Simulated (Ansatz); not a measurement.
# C2HNO2: one species, many methods

Aim: compute C2HNO2 with functionals from several rungs and with coupled cluster, and see how far each lands from CCSD(T) at the basis-set limit for the atomisation energy.

Computed with Ansatz 0.2.0, Gaussian basis. Level: functionals in def2-TZVPP, the program's frozen cores in correlated methods.

Plan: LDA (SPW92), PBE-D4, revPBE-D4, BLYP-D4, r2SCAN-D4, B97M-V, PBE0-D4, B3LYP-D4, r2SCANh-D4, r2SCAN0-D4, HSE06-D4, BHLYP-D4, CAM-B3LYP-D4, LC-ωPBE, ωB97X-V, ωB97M-V, B2PLYP, PBE-QIDH; CCSD(T)/def2-SVP; CCSD(T)/def2-TZVPP; MP2/def2-QZVPP; extrapolation to the limit; RPA on PBE.

## (1) Structure used throughout

All runs share one geometry, relaxed beforehand with PBE0-D4 in a triple-zeta def2 set.

SMILES `N#COC=O`, 6 atoms, charge 0, spin multiplicity 1.

Atoms are counted from 1 here; the program's logs count them from 0.

Bond lengths: N1–C2 1.151 Å, C2–O3 1.298 Å, O3–C4 1.398 Å, C4–O5 1.175 Å, C4–H6 1.094 Å. Angles: N1–C2–O3 176.6°, C2–O3–C4 117.2°, O3–C4–O5 124.4°, O3–C4–H6 106.8°, O5–C4–H6 128.9°.

## (2) LDA

This LDA is Slater exchange with PW92 correlation.

in.yaml reads:

```yaml
crystal:
  periodic: [false, false, false]
  atoms:
    - {symbol: N, position_ang: [1.545559, -1.763287, 0.432201]}
    - {symbol: C, position_ang: [0.730781, -0.958539, 0.543472]}
    - {symbol: O, position_ang: [-0.194466, -0.071267, 0.743921]}
    - {symbol: C, position_ang: [-0.574173, 0.713953, -0.348374]}
    - {symbol: O, position_ang: [-0.111840, 0.620671, -1.424874]}
    - {symbol: H, position_ang: [-1.353762, 1.394469, 0.007454]}
basis:
  gaussian: {orbitals: def2-TZVPP}
hamiltonian: {xc: lda}
output: {orbitals: {seedname: orbitals}}
```

The runs that follow: PBE-D4 (GGA); revPBE-D4 (GGA); BLYP-D4 (GGA); r2SCAN-D4 (meta-GGA); B97M-V (meta-GGA); PBE0-D4 (hybrid); B3LYP-D4 (hybrid); r2SCANh-D4 (hybrid); r2SCAN0-D4 (hybrid); HSE06-D4 (hybrid); BHLYP-D4 (hybrid); CAM-B3LYP-D4 (range-separated); LC-ωPBE (range-separated); ωB97X-V (range-separated); ωB97M-V (range-separated); B2PLYP (double hybrid); PBE-QIDH (double hybrid); CCSD(T) in def2-SVP; CCSD(T) in def2-TZVPP; MP2 in def2-QZVPP; RPA on PBE orbitals.

**Question.** What will the summary of the whole plan be? Wanted: atomisation energy, CCSD(T)/CBS; farthest beyond LDA; mean size of error, GGA; mean size of error, meta-GGA; mean size of error, hybrid; mean size of error, range-separated; mean size of error, double hybrid; gap, smallest and largest; T1 diagnostic.

**Answer**, as computed:

| quantity | value |
| --- | --- |
| atomisation energy, CCSD(T)/CBS | 2791.8 kJ/mol |
| functionals within 14.0 kJ/mol (0.5 %) | B97M-V, B2PLYP |
| farthest beyond LDA | PBE-D4 (+199.9 kJ/mol) |
| mean size of error, GGA | 125.5 kJ/mol |
| mean size of error, meta-GGA | 17.7 kJ/mol |
| mean size of error, hybrid | 68.9 kJ/mol |
| mean size of error, range-separated | 23.3 kJ/mol |
| mean size of error, double hybrid | 11.3 kJ/mol |
| gap, smallest and largest | 5.21 eV (LDA (SPW92)), 13.12 eV (LC-ωPBE) |
| T1 diagnostic | 0.0167 |
| triples share of the correlation energy | 4.6 % |

What this shows: LDA overbinds by 623.3 kJ/mol (22 %). PBE-D4 is off by +199.9 kJ/mol. Double hybrids carry the basis error of their MP2 part in triple zeta, and no dispersion term here, so their miss is partly the set-up's. By mean error the best rung here is double hybrid (11.3 kJ/mol) and the worst beyond LDA is GGA (125.5 kJ/mol). The gap between the best rungs is small, so their order is not settled. The reference freezes the cores and leaves out relativity and excitations past (T), so misses under about 14.0 kJ/mol can't be ranked. Hartree-Fock recovers 61 % of the binding; the rest is correlation. CCSD(T) in def2-SVP is off by -149.3 kJ/mol, which most functionals beat. The gap grows from 5.2 to 13.1 eV across the functionals, mostly with the share of exact exchange.
